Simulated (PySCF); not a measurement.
# Si₂H₆: NMR shifts at several levels of theory, part 2 of 2

PySCF 2.14.0. Atoms count from 0. Earlier steps stand in the parts before.

**11. NMR shieldings: B97-D/pcSseg-2**

Job settings and geometry (Å):

```
{"job": {"kind": "nmr", "xc": "B97-D", "basis": "pcSseg-2", "pop": false}, "charge": 0, "multiplicity": 1}
Si    -1.164758     0.107036    -0.031645
Si     1.168592    -0.109455     0.019140
H     -1.757346    -0.831272    -1.034105
H     -1.533860     1.507078    -0.407419
H     -1.743885    -0.197155     1.313342
H      1.561412    -1.501235     0.399992
H      1.745143     0.842848     1.018205
H      1.742812     0.200976    -1.326640
```

Method: GIAO B97-D/pcSseg-2 NMR shielding, non-relativistic, gas phase.

Output:

```text
coarse grid: 6968 points
cycle   1  E = -582.5849859044  dE = -3.027e-01  |g| = 1.450e-01  |ddm| = 1.948e+00
cycle   2  E = -582.5907238173  dE = -5.738e-03  |g| = 6.250e-02  |ddm| = 2.184e-01
cycle   3  E = -582.5919071544  dE = -1.183e-03  |g| = 2.177e-02  |ddm| = 7.859e-02
cycle   4  E = -582.5920517607  dE = -1.446e-04  |g| = 4.891e-03  |ddm| = 2.494e-02
cycle   5  E = -582.5920603777  dE = -8.617e-06  |g| = 1.416e-03  |ddm| = 6.913e-03
final grid: 56088 points
cycle   6  E = -582.5960181450  dE = -5.052e-05  |g| = 6.214e-03  |ddm| = 2.987e-02
cycle   7  E = -582.5960190697  dE = -9.246e-07  |g| = 3.041e-03  |ddm| = 6.402e-03
cycle   8  E = -582.5960216090  dE = -2.539e-06  |g| = 1.593e-03  |ddm| = 4.844e-03
cycle   9  E = -582.5960223782  dE = -7.692e-07  |g| = 4.395e-05  |ddm| = 1.497e-03
cycle  10  E = -582.5960223786  dE = -4.653e-10  |g| = 1.805e-05  |ddm| = 5.960e-05
converged SCF energy = -582.5960223786

GIAO shielding tensors (ppm)
atom      isotropic    diamagn.    paramagn.     s11        s22        s33       span
  0 Si     445.169     880.496    -435.328    442.079    443.205    450.221      8.142
  1 Si     445.168     880.495    -435.327    442.060    443.215    450.228      8.168
  2 H       27.829      29.009      -1.180     25.159     25.751     32.575      7.416
  3 H       27.824      29.031      -1.207     25.150     25.772     32.549      7.400
  4 H       27.827      29.020      -1.193     25.157     25.757     32.567      7.411
  5 H       27.830      29.009      -1.179     25.161     25.749     32.579      7.417
  6 H       27.824      29.030      -1.206     25.151     25.769     32.553      7.402
  7 H       27.825      29.017      -1.192     25.154     25.762     32.560      7.407
```

Run time: 14 s. Hardware: 1 thread of Arm Neoverse N1, shared host; peak memory 0.54 GiB.

This run: δ Si0 -108.6, H2 3.57 ppm (means over like atoms).

**12. Nuclear shieldings: B3LYP/pcSseg-2**

Same as in step 11 but for these lines:

```diff
@@ -1,2 +1,2 @@
-{"job": {"kind": "nmr", "xc": "B97-D", "basis": "pcSseg-2", "pop": false}, "charge": 0, "multiplicity": 1}
+{"job": {"kind": "nmr", "xc": "B3LYP", "basis": "pcSseg-2", "pop": false}, "charge": 0, "multiplicity": 1}
 Si    -1.164758     0.107036    -0.031645
```

Method: GIAO B3LYP/pcSseg-2 NMR shielding, non-relativistic, gas phase.

Output:

```text
coarse grid: 6968 points
cycle   1  E = -582.6476319646  dE = -3.355e-01  |g| = 1.466e-01  |ddm| = 1.912e+00
cycle   2  E = -582.6510133421  dE = -3.381e-03  |g| = 6.710e-02  |ddm| = 1.421e-01
cycle   3  E = -582.6515725656  dE = -5.592e-04  |g| = 1.499e-02  |ddm| = 5.239e-02
cycle   4  E = -582.6516301678  dE = -5.760e-05  |g| = 3.894e-03  |ddm| = 1.680e-02
cycle   5  E = -582.6516361327  dE = -5.965e-06  |g| = 3.436e-04  |ddm| = 5.208e-03
final grid: 56088 points
cycle   6  E = -582.6584052273  dE = -6.842e-06  |g| = 1.262e-03  |ddm| = 9.305e-03
cycle   7  E = -582.6584053026  dE = -7.532e-08  |g| = 7.894e-04  |ddm| = 1.430e-03
cycle   8  E = -582.6584053968  dE = -9.423e-08  |g| = 9.806e-05  |ddm| = 6.427e-04
cycle   9  E = -582.6584053997  dE = -2.894e-09  |g| = 2.208e-05  |ddm| = 1.176e-04
cycle  10  E = -582.6584053999  dE = -1.586e-10  |g| = 1.637e-06  |ddm| = 2.076e-05
converged SCF energy = -582.6584053999

GIAO shielding tensors (ppm)
atom      isotropic    diamagn.    paramagn.     s11        s22        s33       span
  0 Si     434.882     879.117    -444.235    431.727    432.886    440.034      8.307
  1 Si     434.881     879.116    -444.235    431.706    432.896    440.041      8.335
  2 H       27.826      28.849      -1.023     25.107     25.708     32.662      7.555
  3 H       27.821      28.869      -1.049     25.099     25.729     32.635      7.537
  4 H       27.824      28.859      -1.035     25.104     25.714     32.653      7.549
  5 H       27.826      28.848      -1.022     25.109     25.705     32.665      7.556
  6 H       27.821      28.868      -1.047     25.099     25.726     32.639      7.540
  7 H       27.822      28.857      -1.034     25.102     25.720     32.646      7.544
```

It took 11 s on 1 thread of Arm Neoverse N1, shared host; peak memory 0.69 GiB.

In short: δ Si0 -110.3, H2 3.57 ppm (means over like atoms).

**13. Nuclear shieldings: PBE0/pcSseg-2**

Same as in step 12 but for these lines:

```diff
@@ -1,2 +1,2 @@
-{"job": {"kind": "nmr", "xc": "B3LYP", "basis": "pcSseg-2", "pop": false}, "charge": 0, "multiplicity": 1}
+{"job": {"kind": "nmr", "xc": "PBE0", "basis": "pcSseg-2", "pop": false}, "charge": 0, "multiplicity": 1}
 Si    -1.164758     0.107036    -0.031645
```

Method: GIAO PBE0/pcSseg-2 NMR shielding, non-relativistic, gas phase.

Output:

```text
coarse grid: 6968 points
cycle   1  E = -582.3402872420  dE = -3.401e-01  |g| = 1.325e-01  |ddm| = 1.912e+00
cycle   2  E = -582.3428488138  dE = -2.562e-03  |g| = 5.677e-02  |ddm| = 1.236e-01
cycle   3  E = -582.3431644133  dE = -3.156e-04  |g| = 1.090e-02  |ddm| = 3.970e-02
cycle   4  E = -582.3431932072  dE = -2.879e-05  |g| = 3.440e-03  |ddm| = 1.268e-02
cycle   5  E = -582.3431976805  dE = -4.473e-06  |g| = 1.870e-04  |ddm| = 4.197e-03
final grid: 56088 points
cycle   6  E = -582.3511309685  dE = -1.863e-05  |g| = 1.503e-03  |ddm| = 1.296e-02
cycle   7  E = -582.3511310649  dE = -9.643e-08  |g| = 4.953e-04  |ddm| = 1.025e-03
cycle   8  E = -582.3511310772  dE = -1.227e-08  |g| = 8.490e-05  |ddm| = 1.936e-04
cycle   9  E = -582.3511310781  dE = -9.323e-10  |g| = 2.352e-05  |ddm| = 8.580e-05
converged SCF energy = -582.3511310781

GIAO shielding tensors (ppm)
atom      isotropic    diamagn.    paramagn.     s11        s22        s33       span
  0 Si     452.095     879.550    -427.454    450.272    451.491    454.523      4.251
  1 Si     452.094     879.549    -427.454    450.253    451.498    454.532      4.279
  2 H       27.634      28.693      -1.058     24.796     25.441     32.666      7.870
  3 H       27.629      28.713      -1.084     24.786     25.462     32.638      7.852
  4 H       27.632      28.703      -1.071     24.793     25.447     32.657      7.864
  5 H       27.635      28.692      -1.057     24.798     25.438     32.669      7.871
  6 H       27.629      28.712      -1.083     24.787     25.459     32.642      7.855
  7 H       27.631      28.700      -1.070     24.790     25.452     32.650      7.860
```

It took 11 s on 1 thread of Arm Neoverse N1, shared host; peak memory 0.69 GiB.

In short: δ Si0 -110.8, H2 3.61 ppm (means over like atoms).

**14. Shielding tensors: mPW1PW91/pcSseg-2**

Same as in step 13 but for these lines:

```diff
@@ -1,2 +1,2 @@
-{"job": {"kind": "nmr", "xc": "PBE0", "basis": "pcSseg-2", "pop": false}, "charge": 0, "multiplicity": 1}
+{"job": {"kind": "nmr", "xc": "mPW1PW91", "basis": "pcSseg-2", "pop": false}, "charge": 0, "multiplicity": 1}
 Si    -1.164758     0.107036    -0.031645
```

Method: GIAO mPW1PW91/pcSseg-2 NMR shielding, non-relativistic, gas phase.

Output:

```text
coarse grid: 6968 points
cycle   1  E = -582.6191268211  dE = -3.419e-01  |g| = 1.269e-01  |ddm| = 1.909e+00
cycle   2  E = -582.6217602053  dE = -2.633e-03  |g| = 5.397e-02  |ddm| = 1.292e-01
cycle   3  E = -582.6220739710  dE = -3.138e-04  |g| = 1.147e-02  |ddm| = 4.080e-02
cycle   4  E = -582.6221057882  dE = -3.182e-05  |g| = 3.241e-03  |ddm| = 1.280e-02
cycle   5  E = -582.6221098006  dE = -4.012e-06  |g| = 2.005e-04  |ddm| = 4.049e-03
final grid: 56088 points
cycle   6  E = -582.6289047975  dE = -1.470e-05  |g| = 7.978e-04  |ddm| = 1.475e-02
cycle   7  E = -582.6289048660  dE = -6.848e-08  |g| = 2.435e-04  |ddm| = 1.088e-03
cycle   8  E = -582.6289048811  dE = -1.513e-08  |g| = 1.528e-04  |ddm| = 4.344e-04
cycle   9  E = -582.6289048880  dE = -6.916e-09  |g| = 1.134e-05  |ddm| = 1.429e-04
cycle  10  E = -582.6289048880  dE = -1.796e-11  |g| = 1.237e-06  |ddm| = 9.516e-06
converged SCF energy = -582.6289048880

GIAO shielding tensors (ppm)
atom      isotropic    diamagn.    paramagn.     s11        s22        s33       span
  0 Si     449.303     879.661    -430.358    447.293    448.514    452.103      4.810
  1 Si     449.302     879.660    -430.358    447.275    448.521    452.111      4.837
  2 H       27.697      28.772      -1.075     24.881     25.519     32.692      7.811
  3 H       27.691      28.792      -1.101     24.871     25.539     32.665      7.794
  4 H       27.695      28.782      -1.087     24.878     25.524     32.683      7.806
  5 H       27.698      28.771      -1.073     24.883     25.516     32.695      7.812
  6 H       27.692      28.791      -1.099     24.872     25.536     32.668      7.797
  7 H       27.693      28.779      -1.086     24.875     25.530     32.676      7.801
```

It took 11 s on 1 thread of Arm Neoverse N1, shared host; peak memory 0.69 GiB.

Key values: δ Si0 -109.3, H2 3.60 ppm (means over like atoms).

**15. Side by side: NMR shifts**

Shifts (ppm), means over like atoms, with basis size and wall time:

```csv
run,H2,Si0,functions,time
HF/pcSseg-2,3.45,-94.8,170,5.8 s
LDA/pcSseg-2,3.79,-126.7,170,11 s
PBE/pcSseg-2,3.67,-116.6,170,14 s
BLYP/pcSseg-2,3.61,-114.6,170,14 s
BP86/pcSseg-2,3.67,-114.7,170,14 s
OPBE/pcSseg-2,3.64,-108.5,170,15 s
KT2/pcSseg-2,3.62,-113.3,170,15 s
KT3/pcSseg-2,3.51,-106.0,170,15 s
B97-D/pcSseg-2,3.57,-108.6,170,14 s
B3LYP/pcSseg-2,3.57,-110.3,170,11 s
PBE0/pcSseg-2,3.61,-110.8,170,11 s
mPW1PW91/pcSseg-2,3.60,-109.3,170,11 s
measured,–,-103.1,–,–
```

Measured: C. Corminboeuf, T. Heine, J. Weber, Chem. Phys. Lett. 357 (2002) 1.

**16. Summary of results**

What follows sums up all 2 parts.

```
                                                              quantity                    value
                                                           point group                      D3d
                                  rotational constants (main isotopes)    42.42, 5.05, 5.05 GHz
  1H shifts against TMS (HF/pcSseg-2, means over atoms taken as alike)                 3.45 ppm
29Si shifts against TMS (HF/pcSseg-2, means over atoms taken as alike)                -94.8 ppm
                              measured, and computed on the same scale  Si0 δ -103.1, -94.8 ppm
                                             range of the shift of Si0      -126.7 to -94.8 ppm
```

In words: Single values in the summary come from the first run of each kind that ended normally (HF/pcSseg-2), which need not be the best level. The optimisation took 8 steps and gained 0.096 eV; among the close pairs (by a distance rule), Si0–Si1 changed most, from 2.306 to 2.344 Å. The one measured 29Si shift is missed by +8.3 ppm (computed less measured, unscaled). Vibration, temperature and solvent are missing from the calculation, so part of the miss against the measured shifts is not the functional's. In ppm, Si0 (with its like atoms) moves most: its shift spreads over 31.9 ppm, from -126.7 (LDA/pcSseg-2) to -94.8 (HF/pcSseg-2). For the one measured 29Si shift, KT3/pcSseg-2 misses least (2.9 ppm, 15 s) and LDA/pcSseg-2 most (23.6 ppm, 11 s); the quickest, HF/pcSseg-2, misses by 8.3 ppm in 5.8 s. One molecule ranks no method: errors cancel, and vibration and temperature are missing from all runs.
